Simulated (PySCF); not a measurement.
# Static response to an electric field

Compound: lithium diatomic, Li2.
Numbering: `[Li:1][Li:2]`

Structure used (PBE0-D3(BJ)/def2-TZVP), in Å, numbered top down from 1:
```xyz
2
Li2 angstrom
Li     1.381   -0.033    0.003
Li    -1.363    0.004   -0.015
```

Level: CAM-B3LYP/aug-cc-pVTZ (PySCF), static field, nuclei fixed, core orbitals frozen in the response. The polarisability tensor in these axes (au):

```
x   250.81  -1.13   0.55
y    -1.13 165.99  -0.01
z     0.55  -0.01 165.98
```

Give the principal values, the mean and the anisotropy Δα = √{½[(α1 − α2)² + (α2 − α3)² + (α1 − α3)²]}.

Principal values 165.98, 165.98 and 250.83 au; mean 194.26 au = 28.79 Å³ = 32.03 × 10⁻⁴⁰ C²·m²/J; Δα = 84.85 au (44 % of the mean).

What is the dipole moment?

0.00 D; point group D∞h allows none.

Find the Langevin capture rate constant for O2+ (31.990 u) meeting this molecule (14.032 u), k = 2.342 × 10⁻⁹ cm³/s × √(α in Å³ / reduced mass in u).

The reduced mass is 9.75 u, so k = 4.02 × 10⁻⁹ cm³/s.

Sum over states: ᾱ = Σ f/ω², ω in Eh. What share falls to these 10 lowest TDDFT singlets (eV, f)? 2.04, 0.4580; 2.57, 0.4775; 2.57, 0.4775; 2.85, 0.0000; 3.31, 0.0000; 3.31, 0.0000; 3.46, 0.0000; 3.70, 0.0047; 3.81, 0.0160; 3.81, 0.0160.

They add up to 190.76 au, 98.2 % of the 194.26 au; the largest single term is 81.83 au, from the state at 2.04 eV. Terms in order: 81.83, 53.52, 53.52, 0.00, 0.00, 0.00, 0.00, 0.25, 0.82, 0.82 au. Higher excitations give the rest. The strengths listed sum to 1.450.

Rayleigh depolarisation ratio (linearly polarised light, static tensor)?

ρ = 3Δα²/(45ᾱ² + 4Δα²) = 21601.1/(1698197 + 28801.5) = 0.0125.

What would n − 1 = 2πNα be for an ideal gas of these molecules at 500 K and 1 atm, electronic part alone?

N = p/kT = 1.4678 × 10¹⁹ cm⁻³, so n − 1 = 2π × N × 28.79 × 10⁻²⁴ cm³ = 2655 × 10⁻⁶ at long wavelengths, for an ideal gas.

Isolated species at its PBE0-D3(BJ)/def2-TZVP geometry, gas phase.
